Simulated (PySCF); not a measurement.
From one molecule to another.

First species: C5H9P.
Numbering: `[CH3:1][CH2:2][C:3]1=[C:4]([CH3:5])[PH:6]1` (hydrogens: H7, H8, H9 on C1; H10, H11 on C2; H12, H13, H14 on C5; H15 on P6)

Geometry (GFN2-xTB, Å), atoms numbered from 1 in this order:
```
atom  x, y, z in Å
C1    -1.747   -0.865   -0.405
C2    -1.412    0.623   -0.427
C3     0.011    0.859   -0.133
C4     1.186    0.358    0.144
C5     2.022   -0.825    0.386
P6     1.278    2.199   -0.005
H7    -1.154   -1.398   -1.145
H8    -2.801   -1.017   -0.629
H9    -1.537   -1.287    0.575
H10   -1.643    1.052   -1.407
H11   -2.021    1.157    0.310
H12    1.425   -1.733    0.304
H13    2.836   -0.863   -0.338
H14    2.464   -0.775    1.382
H15    1.089    2.523    1.366
```

Second species: C₃H₃OP.
InChI=1S/C3H3OP/c1-2-5-3-4/h2H,1H2

Levels: PBE0/def2-SVPD for dipole moment, HOMO energy, LUMO energy, HOMO–LUMO gap, static isotropic polarisability and electronic spatial extent ⟨r²⟩ about the centre of nuclear charge; TDDFT PBE0/def2-SVPD for lowest singlet excitation; TDA PBE0/def2-SVPD for lowest triplet excitation (Tamm–Dancoff); GFN2-xTB for rotational constant A and rotational constant C. Geometries: GFN2-xTB. All species are isolated and taken at one optimised geometry, non-relativistic unless stated. Electronic properties by PySCF.

The conformers computed, where there is a choice (atom-mapped SMILES and torsion angles):
- `[CH3:1][CH2:2][C:3]1=[C:4]([CH3:5])[PH:6]1`: C1–C2–C3–C4 1°
- `[CH2:1]=[CH:2][P:3]=[C:4]=[O:5]`: C1–C2–P3–C4 180°

(1) Which of the two has the higher rotational constant C, and by how much?

(2) Which of the two has the higher dipole moment, and by how much?

(3) Which of the two has the higher HOMO energy, and by how much?

(4) Which of the two has the higher rotational constant A, and by how much?

(5) Which has the higher T1 energy?

(6) Which has the higher LUMO energy?

(7) Which of the two has the higher S1 energy, and by how much?

(8) Which has the higher HOMO–LUMO gap?

Results:

(1) The second: 1.944 GHz against 1.404 GHz, a difference of 0.540 GHz.

(2) The first: 2.26 D against 1.45 D, a difference of 0.81 D.

(3) The first: -6.29 eV against -6.52 eV, a difference of 0.23 eV.

(4) The second: 13.304 GHz against 3.901 GHz, a difference of 9.403 GHz.

(5) The first: 4.10 eV against 2.37 eV, a difference of 1.73 eV.

(6) The first: 0.35 eV against -2.01 eV, a difference of 2.36 eV.

(7) The first: 5.38 eV against 2.73 eV, a difference of 2.65 eV.

(8) The first: 6.64 eV against 4.51 eV, a difference of 2.13 eV.

On the first: S1 lies 1.26 eV below the HOMO–LUMO gap. No computed singlet falls in the visible range (750 to 380 nm, 1.65 to 3.26 eV); S1 lies 2.12 eV above its blue end.

On the second: In atomic units the dipole is 0.57 e·bohr (1 au = 2.5417 D).
